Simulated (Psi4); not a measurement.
Reaction (SMILES): S (H2S) → [SH-] + H+
B3LYP-D3(BJ)/def2-TZVP geometries, fixed; electronic energies without zero-point terms.

Basis-set convergence of the deprotonation energy at MP2 with Psi4. All functions are spherical. Density fitting with the program's default auxiliary sets. Cores are frozen. Psi4's default fitting sets serve the pcseg sets less well. No added dispersion term, no relativity. Functions are those of the species that has most. Reference: Hartree-Fock in aug-cc-pV(5+d)Z plus the correlation part extrapolated as X^-3 from aug-cc-pV(Q+d)Z and aug-cc-pV(5+d)Z, 353.27 kcal/mol, itself unsure by roughly 0.13 kcal/mol (a third of the extrapolation step and of the last Hartree-Fock step). Deviations are taken from unrounded values.

| basis | functions | deprotonation energy (kcal/mol) | minus reference (kcal/mol) |
|---|---|---|---|
| pcseg-0 | 17 | 361.49 | 8.22 |
| def2-SVP | 28 | 382.14 | 28.87 |
| cc-pV(D+d)Z | 33 | 374.22 | 20.95 |
| aug-pcseg-1 | 45 | 351.66 | -1.61 |
| 6-311++G(2d,2p) | 55 | 356.21 | 2.95 |
| def2-TZVPD | 64 | 352.67 | -0.60 |
| jun-cc-pV(T+d)Z | 76 | 354.84 | 1.57 |
| 6-311++G(3df,3pd) | 83 | 355.38 | 2.11 |
| def2-TZVPPD | 85 | 354.69 | 1.42 |
| aug-cc-pV(T+d)Z | 101 | 354.14 | 0.87 |
| cc-pV(Q+d)Z | 124 | 358.40 | 5.14 |
| def2-QZVPP | 130 | 357.21 | 3.94 |
| pcseg-3 | 130 | 357.02 | 3.76 |
